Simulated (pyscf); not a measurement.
Thermochemistry of product channels of Cl–Si•(Cl)–Cl + ammonia (NH₃) on the doublet surface, in kcal/mol, from ωB97M-D3(BJ)/def2-TZVP energies (ideal gas, 1 atm, RRHO with modes under 100 cm⁻¹ raised to 100, one conformer, R ln 2 for chiral ones without a mode under 150 cm⁻¹). Optimised with ωB97X-D3(BJ)/def2-SVP in PySCF.

| products | ΔE | ΔH(298 K) | ΔG(900 K) | ΔG(1200 K) |
|---|---|---|---|---|
| trichlorosilane (Cl–SiH(Cl)–Cl) + amino radical (NH₂•) | ___ | +13.7 | +14.0 | +13.8 |
| •HN–Si(Cl)(Cl)–Cl + hydrogen (H₂) | ___ | +5.0 | +7.0 | +6.4 |

Question: Some entries are withheld; supply them.

Answer: 
- trichlorosilane (Cl–SiH(Cl)–Cl) + amino radical (NH₂•), ΔE: +17.5
- •HN–Si(Cl)(Cl)–Cl + hydrogen (H₂), ΔE: +11.3

These are energies of the channels, which say nothing of barriers.
